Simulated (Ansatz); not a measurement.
Cost and result up the ladder for the cluster BC2 (the lowest doublet isomer of a short search) (3 atoms). Total charge 0; doublet. Geometry: PBE0-D4/def2-TZVP.

```xyz
3

B     0.076   -0.526   -1.230
C    -0.004    0.011    0.030
C    -0.072    0.515    1.200
```

Ansatz on 4 threads of Arm Neoverse V1 on a shared host. Times are rough, and most runs start from the orbitals of an earlier one. r2SCAN0-D4/def2-TZVP serves as the yardstick here, not as an exact answer. Differences are given only for rows in sets of like size (and for xTB, whose basis is part of the method), since another set adds its own error. Binding counts from free atoms at the same level (B doublet, C triplet; other spins of the atoms weren't run), without zero-point energy or a counterpoise term.

LC-ωPBE has ω = 0.4 bohr⁻¹. Correlated methods freeze 3 core orbitals. The structure comes from a short search, and lower isomers may exist.

Run but left out: HF/STO-3G, HF/def2-TZVP, PBE-QIDH/def2-TZVP, MP2/def2-TZVP (⟨S²⟩ 0.91 to 1.17, where a pure state has 0.75).

Correlated methods converge slowly with the basis.

```
                            level  functions  wall time  binding energy per atom (eV)  difference from r2SCAN0-D4/def2-TZVP (eV)                                                                  remarks
                  PBE-D4/def2-SVP         42      0.3 s                          4.56                                          –                                                                        –
                 PBE0-D4/def2-SVP         42      0.3 s                          4.33                                          –                                                                        –
                 PBE-D4/def2-TZVP         93     0.55 s                          4.51                                       0.42                                                                        –
                RPA@PBE/def2-TZVP         93     0.65 s                          3.68                                      -0.41                                                                        –
                PBE-D4/def2-TZVPD        111      0.7 s                          4.51                                       0.42                                                                        –
                 B2PLYP/def2-TZVP         93     0.75 s                          4.16                                       0.07                                                                        –
               PBE0-D4/def2-TZVPD        111     0.75 s                          4.27                                       0.18                                                                        –
                PBE0-D4/def2-TZVP         93     0.85 s                          4.27                                       0.18                                                                        –
                LC-ωPBE/def2-TZVP         93     0.85 s                          4.10                                       0.01                                            spin-contaminated (⟨S²⟩ 0.84)
             r2SCAN0-D4/def2-TZVP         93      1.1 s                          4.09                                       0.00                                                                        –
r2SCAN-D4/def2-TZVP (with forces)         93      1.1 s                          4.29                                       0.20                                                                        –
             r2SCAN-D4/def2-TZVPD        111      1.2 s                          4.28                                       0.20                                                                        –
               CCSD(T)/def2-TZVPP         93      1.6 s                          3.94                                      -0.15  flagged by the program, large T1 (0.064), spin-contaminated (⟨S²⟩ 1.17)
               CCSD(T)/def2-TZVPD        111      2.7 s                          3.95                                      -0.14  flagged by the program, large T1 (0.064), spin-contaminated (⟨S²⟩ 1.18)
```
